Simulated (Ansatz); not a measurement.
# CH4BS: the cost of one run

Program: Ansatz 0.2.0. Level of theory: UKS PBE0/def2-SVP. These are calculated values, not measurements.

**1. Starting point**

Bond lengths: C1–B2 1.595 Å, B2–S3 1.709 Å, C1–H4 1.089 Å, C1–H5 1.086 Å, C1–H6 1.088 Å, B2–H7 1.175 Å. Angles: C1–B2–S3 123.6°, C1–B2–H7 119.0°, S3–B2–H7 117.4°, B2–C1–H4 110.2°, B2–C1–H5 112.6°, B2–C1–H6 110.5°, H4–C1–H5 108.2°, H4–C1–H6 106.9°, H5–C1–H6 108.3°.

Structure file:

```xyz
7

C    -0.6243    0.3654   -0.1300
B     0.7810   -0.3691    0.0376
S     1.1584   -1.4028    1.3450
H    -1.4242   -0.3683   -0.2147
H    -0.6578    1.0055   -1.0062
H    -0.8445    0.9730    0.7458
H     1.6113   -0.2037   -0.7774
```

**2. Preparing the start**

Contents of input.yaml:

```yaml
crystal:
  periodic: [false, false, false]
  atoms:
    - { symbol: C, position_ang: [-0.62433, 0.36544, -0.13004] }
    - { symbol: B, position_ang: [0.78097, -0.36913, 0.03759] }
    - { symbol: S, position_ang: [1.15844, -1.40284, 1.34503] }
    - { symbol: H, position_ang: [-1.42415, -0.36827, -0.21472] }
    - { symbol: H, position_ang: [-0.65776, 1.00548, -1.00619] }
    - { symbol: H, position_ang: [-0.84446, 0.97303, 0.74576] }
    - { symbol: H, position_ang: [1.61129, -0.20372, -0.77744] }
magnetization:
  spin_polarized: true
  initial_magnetization: 1
basis:
  gaussian: { orbitals: def2-SVP }
hamiltonian:
  xc: pbe0
relax:
  f_tol: 0.02
  max_steps: 40
```

Command:

```
$ ansatz run input.yaml --threads 1 --pin off --max-ram 2048MiB --backend cpu --events-out ev --progress --plain --runs-dir out
```

**Question.** How long does this run take on 1 thread of Arm Neoverse V1, shared host, and how much memory does it need?

About 48 s, with a peak of 0.15 GiB.
